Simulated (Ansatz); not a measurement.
## How far a parabola holds: energy against volume of zinc-blende ZnS

Zinc-blende ZnS, treated with PBE (Ansatz, an electronic-structure program, plane waves, PAW). Run with plane-wave cutoff 520 eV, 12×12×12 k mesh, Fermi–Dirac smearing 0.01 eV, scalar-relativistic PAW data made under PBE. The cell has no free parameter but its volume, all volumes share cutoff and mesh, and the runs aren't spin-polarised. Energies are free energies at the run's smearing, counted from the lowest row; static lattice.

| V (Å³/atom) | E (meV/atom) |
|---|---|
| 19.355 | 7.54 |
| 19.758 | 1.82 |
| 20.161 | 0.00 |
| 20.564 | 1.69 |
| 20.968 | 6.51 |
| 21.371 | ? |

The 5 complete rows are fitted with a parabola, E against V. With u = V - 20.2, the rows have u = -0.8450, -0.4420, -0.0390, 0.3640, 0.7680. Least squares gives E = -0.004 + 0.2905·u + 10.7997·u². Residuals (row less fit): 0.078, -0.157, -0.001, 0.157, -0.079; standard error 0.176 (degrees of freedom: 2). The fitted curve has its minimum at V = 20.2, where E = -0.01. Its curvature is d²E/dV² = 2 × 10.7997 meV/Å⁶, so B = V0·d²E/dV² × 0.1602 = 69.9 GPa.

Problem. Estimate the missing E (V = 21.371); what did the run itself give?

Solution. u = 1.1710, so E = -0.004 + 0.2905 × 1.1710 + 10.7997 × 1.1710² = 15.145 meV/atom. The calculation gives 14.15 meV/atom, 0.995 meV/atom below the prediction (7.0 % of the range of E in the table). The row lies outside the fitted rows, so this is an extrapolation. From the scatter of the fitted rows alone, a prediction at this place has a standard error of 0.416 meV/atom, so the miss is 2.4 times that.

The residuals are curvature that a parabola lacks, not noise. A solid that stiffens under compression and softens on expansion lies above the parabola at the compressed end and under it at the expanded end, as this row does. A third-order Birch-Murnaghan fit to the whole scan has B0 = 69.5 GPa. Only scans are tabulated whose curvature falls smoothly with volume, and where the parabola meets the shown rows within 5 % of their range and misses the end by 0.1 meV or more.

Measured, for comparison: bulk modulus 77.1 GPa (temperature not stated, no zero-point or thermal correction, sources range from 74.5 to 77.1; as tabulated in Toher et al. (2017), arXiv:1611.05714). Computed less measured: bulk modulus -10 % (-7 % to -10 % over the range).
